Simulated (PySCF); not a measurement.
# Nuclear quadrupole coupling in propanamide

Propanamide, C3H7NO.
Geometry (PBE0-D3(BJ)/def2-SVP, Å), atoms numbered from 1 in this order:
```xyz
12
C3H7NO angstrom
C     -1.6845   -0.1308   -0.1821
C     -0.2258   -0.5408   -0.1958
C      0.6953    0.5742    0.2745
N      2.0230    0.3260    0.1095
O      0.2832    1.6020    0.7702
H     -1.8646    0.7075   -0.8704
H     -1.9792    0.2092    0.8203
H     -2.3334   -0.9682   -0.4768
H      0.0910   -0.8642   -1.2025
H     -0.0566   -1.4101    0.4646
H      2.3670   -0.5270   -0.3050
H      2.6846    1.0221    0.4260
```

Field gradients from the PBE0/pcSseg-1 density (PySCF, non-relativistic), principal values in atomic units, ordered |Vxx| ≤ |Vyy| ≤ |Vzz|:

```csv
atom,Vxx,Vyy,Vzz
N4,0.4941,0.5181,-1.0122
O5,0.7930,0.8411,-1.6341
```

Q: Find the asymmetry η = (Vxx − Vyy)/Vzz and the couplings χ = eQV/h (234.96 MHz × Q in barn × V in au), with Q(14N) = 0.02044 b, Q(17O) = −0.0256 b.

A: 
| atom | environment | nucleus | η | χzz (MHz) | χxx (MHz) | χyy (MHz) |
| --- | --- | --- | --- | --- | --- | --- |
| N4 | amide nitrogen | 14N | 0.02 | -4.861 | 2.373 | 2.488 |
| O5 | amide oxygen | 17O | 0.03 | 9.83 | -4.77 | -5.06 |

The gradient is axial or nearly so (η below 0.05) at N4 and O5. The tensor is traceless: Vxx + Vyy + Vzz = 0.

Q: What is Vzz at N4 in SI units (1 au = 9.71736 × 10²¹ V/m²)?

A: -1.0122 au = -9.836 × 10²¹ V/m².

Q: What couplings would deuterons (Q(2H) = 0.00286 b) have in place of the hydrogens, at this geometry?

A: 
```
atom  bonded to  bond length (Å)  Vzz (au)     η  χzz (kHz)
  H6         C1            1.100    0.2927  0.04        197
  H7         C1            1.099    0.2926  0.05        197
  H8         C1            1.100    0.2945  0.03        198
  H9         C2            1.104    0.2832  0.05        190
 H10         C2            1.105    0.2822  0.04        190
 H11         N4            1.009    0.4101  0.20        276
 H12         N4            1.011    0.4031  0.18        271
```

Isolated species at its PBE0-D3(BJ)/def2-SVP geometry (one conformer only). With so small a basis the couplings can be 20 % off.
